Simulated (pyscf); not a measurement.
# Four-centre exchange: PH₃ (SMILES P) + InH (SMILES [InH]) [singlet] → H₂P–In (SMILES [PH2][In]) [singlet] + H₂ (SMILES [H][H])

Gas phase, singlet surface, charge 0. Bonds broken: P1–H2, In5–H6. Bonds formed: P1–In5, H2–H6. Single points on ωB97X-D3(BJ)/def2-SVP structures (PySCF, gas phase).

Transition state (Å):

```xyz
6

P     -0.3257     1.1398    -0.2996
H      0.8226    -0.0650     0.2060
H      0.2635     1.7204     0.8608
H     -1.4451     0.6004     0.4018
In     0.3780    -1.4938    -1.2874
H      1.5432    -0.9325     0.2640
```

One imaginary mode, 1373i cm⁻¹; descent along it reached the two sides named, in the forms told below.

| bond | change | reactant side (Å) | saddle | product side |
|---|---|---|---|---|
| P1–H2 | breaks | 1.417 | 1.740 | 3.1 |
| In5–H6 | breaks | 1.872 | 2.020 | 3.0 |
| P1–In5 | forms | 3.0 | 2.9 | 2.599 |
| H2–H6 | forms | 3.2 | 1.129 | 0.763 |

Electronic energies relative to the separated reactants (kcal/mol):

| level | barrier | reaction energy | reverse barrier |
|---|---|---|---|
| ωB97X-D3(BJ)/def2-TZVP | 12.3 | -17.7 | 30.0 |
| PBE/def2-TZVP | 6.1 | -14.2 | 20.4 |
| r²SCAN/def2-TZVP | 7.5 | -14.3 | 21.7 |
| B3LYP-D3(BJ)/def2-TZVP | 12.0 | -13.3 | 25.2 |
| PBE0-D3(BJ)/def2-TZVP | 8.9 | -13.9 | 22.8 |
| M06-2X/def2-TZVP | 14.1 | -14.4 | 28.5 |
| ωB97M-D3(BJ)/def2-TZVP | 16.6 | -10.8 | 27.3 |
| HF/def2-TZVP | 35.1 | -5.0 | 40.1 |

With ωB97M-D3(BJ)/def2-TZVP energies and thermal terms (ideal gas, 1 atm, RRHO with modes under 100 cm⁻¹ raised to 100, one conformer, R ln 2 for chiral ones without a mode under 150 cm⁻¹), in kcal/mol:

```tsv
T (K)	ΔH‡	ΔG‡	ΔH	ΔG
298	15.5	23.8	-11.2	-10.9
600	15.8	32.1	-10.3	-11.0
900	16.2	40.2	-9.8	-11.5
1200	16.7	48.1	-9.6	-12.2
```

On the reactant side the descent ends in an adduct with a In–P contact (not fully relaxed), 9.1 kcal/mol under the separated species and 21.5 kcal/mol under the saddle at ωB97X-D3(BJ)/def2-TZVP. What is counted as formed (In–P) is already present as a longer contact in the reactant adduct; forming that adduct is a step of its own. At the saddle there is also a short H–In contact that neither side keeps. One saddle was located; it need not be the lowest between these sides. Elements past Kr carry the def2 core potentials, without spin-orbit coupling.
